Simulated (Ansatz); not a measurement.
The input, for Ansatz 0.2.0:

```yaml
crystal:
  periodic: [false, false, false]
  atoms:
    - {symbol: N, position_ang: [0.002336, -0.316664, 1.294227]}
    - {symbol: Ga, position_ang: [0.001441, -0.112137, -0.444907]}
    - {symbol: P, position_ang: [0.049451, -0.107366, -2.650968]}
    - {symbol: H, position_ang: [-0.053229, 0.536167, 1.801649]}
basis:
  gaussian: {orbitals: cc-pVDZ}
magnetization: {spin_polarized: false}
correlation: {method: ccsd_t, electrons: outside_noble_gas}
```

```sh
$ ansatz run in.yaml --threads 1 --pin off --events-out ev --progress --plain --max-ram 2393MiB
```

Problem. Roughly how long does this take on 1 thread of Arm Neoverse V1, shared host, and how much host memory?

Solution. 26 s wall and 0.15 GiB.

```
696 factors; integrals over basis functions are off by at most 9.1e-4 eV
mean field evaluation 1: about -63092.4146 eV, gradient 4.7e1 eV
mean field evaluation 2: about -63092.4232 eV, gradient 4.7e1 eV
mean field evaluation 4: about -63098.1921 eV, gradient 1.1e1 eV
mean field evaluation 8: about -63098.8490 eV, gradient 1.3e-1 eV
mean field evaluation 16: about -63098.1830 eV, gradient 1.1e1 eV
mean field evaluation 32: about -63098.5314 eV, gradient 3.8e-2 eV
mean field evaluation 64: about -63098.8476 eV, gradient 2.8e-1 eV
mean field evaluation 96: about -63098.5307 eV, gradient 6.6e-4 eV
mean field evaluation 128: about -63087.2854 eV, gradient 6.8e0 eV
mean field evaluation 160: about -63098.5308 eV, gradient 1.1e-2 eV
...
cycle  14  -9.98360084 eV  change   -2.4e-5 eV  update   8.8e-5
cycle  15  -9.98358844 eV  change    1.2e-5 eV  update   8.7e-5
cycle  16  -9.98359748 eV  change   -9.0e-6 eV  update   8.4e-5
cycle  17  -9.98359623 eV  change    1.3e-6 eV  update   8.0e-5
cycle  18  -9.98356870 eV  change    2.8e-5 eV  update   6.9e-5
cycle  19  -9.98355900 eV  change    9.7e-6 eV  update   5.7e-5
cycle  20  -9.98358237 eV  change   -2.3e-5 eV  update   3.5e-5
cycle  21  -9.98357539 eV  change    7.0e-6 eV  update   2.7e-5
cycle  22  -9.98357981 eV  change   -4.4e-6 eV  update   2.2e-5
cycle  23  -9.98358269 eV  change   -2.9e-6 eV  update   1.3e-5
perturbative correction -0.79103517 eV, -0.0290700064 hartree
Total energy: -63109.62363595 eV, -2319.2358913817 hartree
```
